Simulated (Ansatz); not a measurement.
Born–Oppenheimer molecular dynamics of FH6NSi (9 atoms, charge 0, multiplicity 1). It starts at the highest image of a converged band, a first-order saddle point between two minima.

Computed with RKS PBE0/def2-SVP in Ansatz 0.2.0.

* ensemble: NVE (velocity Verlet)
* time step: 0.5 fs
* steps asked: 200
* starting velocities drawn for: 100 K
* seed: 7477

First frame:

```xyz
9
Properties=species:S:1:pos:R:3
Si 0.074 -0.094 0.107
N 0.113 -0.175 1.985
H -0.797 -0.221 2.441
H 0.668 0.559 2.423
H 1.377 0.269 -0.507
H -0.707 1.201 -0.035
H -0.853 -1.076 -0.513
F 1.091 -1.789 0.753
H 0.695 -1.193 1.745
```

Question: How far do the bonds stretch over the last three quarters of this one trajectory? (Pairs bonded in most of those frames.)

Answer: 
| bond | mean (Å) | spread (Å) | shortest | longest |
| --- | --- | --- | --- | --- |
| Si1–N2 | 1.778 | 0.035 | 1.73 | 1.85 |
| Si1–H5 | 1.490 | 0.023 | 1.45 | 1.52 |
| Si1–H6 | 1.502 | 0.017 | 1.48 | 1.54 |
| Si1–H7 | 1.487 | 0.013 | 1.47 | 1.51 |
| N2–H3 | 1.019 | 0.005 | 1.01 | 1.03 |
| N2–H4 | 1.019 | 0.008 | 1.00 | 1.03 |
| F8–H9 | 0.951 | 0.021 | 0.92 | 1.01 |

Mean temperature of the second half: 582 K. The conserved energy stayed within 0.047 meV per atom of its start (net change 0.035 meV per atom), so the integration is sound. The kinetic energy rose, since the run started high on the potential surface and went downhill. It ends in pieces (FH + H5NSi), so much of that is their flight and rotation, not heat. A run of 0.1 ps of so small a system gives no equilibrium averages. The orbitals stay closed-shell, which can raise the energy where a bond breaks towards radicals; this wasn't checked here.

The run took 3.2 min on 1 thread of AMD EPYC 9R45 96-Core Processor (Zen 5), on a shared host, peak memory 0.17 GiB.
